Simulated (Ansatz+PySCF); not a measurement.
The numbers below are computed, except where a source is named.
**Several solutions for singlet SO3**

```xyz
4

S     0.0000    0.0000    0.0000
O     1.3262    0.0000    0.0000
O    -0.6631    1.1485    0.0000
O    -0.6631   -1.1485    0.0000
```

Basis set: def2-SVP (spherical functions). Charge 0, multiplicity 1.

CASSCF(6,4) was run from several starts with Ansatz (development build ahead of 0.2.0) and PySCF 2.14.0. The starts are those of the Hartree–Fock orbitals from which the active space was taken at the frontier.

| run | program | start | converged | energy (hartree) | <S²> |
| --- | --- | --- | --- | --- | --- |
| A | Ansatz | atomic start, no search | yes | -621.66057 | 0.00 |
| B | PySCF | program defaults | no | – | – |
| C | Ansatz | stability test followed | yes | -621.66057 | 0.00 |
| D | Ansatz | search for the lowest state | yes | -621.66057 | 0.00 |

**Question.** Which runs reached the lowest solution of this kind, and what is wrong with the others?

**Answer.** A, C, D reached the lowest solution found. Not converged: B.
